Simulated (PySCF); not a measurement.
Reaction (SMILES): FCF → F[CH-]F + H+
B3LYP-D3(BJ)/def2-TZVP geometries, fixed; electronic energies without zero-point terms.

Effect of the SCF energy threshold at HF/def2-SVP with PySCF, against the last row, where the deprotonation energy is 425.46 kcal/mol.

| setting | SCF cycles, largest species | largest shift of a total energy (mEh) | shift of the deprotonation energy (kcal/mol) |
|---|---|---|---|
| conv_tol: 1e-4 | 5 | 0.001 | -0.001 |
| conv_tol: 1e-5 | 6 | 0.000 | 0.000 |
| conv_tol: 1e-6 | 7 | 0.000 | 0.000 |
| conv_tol: 1e-7 | 8 | 0.000 | 0.000 |
| conv_tol: 1e-11 | 10 | 0.000 | 0.000 |

Within 0.02 kcal/mol in the deprotonation energy: conv_tol: 1e-4; conv_tol: 1e-5; conv_tol: 1e-6; conv_tol: 1e-7. The largest shift is 0.001 mEh in a total energy and 0.001 kcal/mol in the difference.
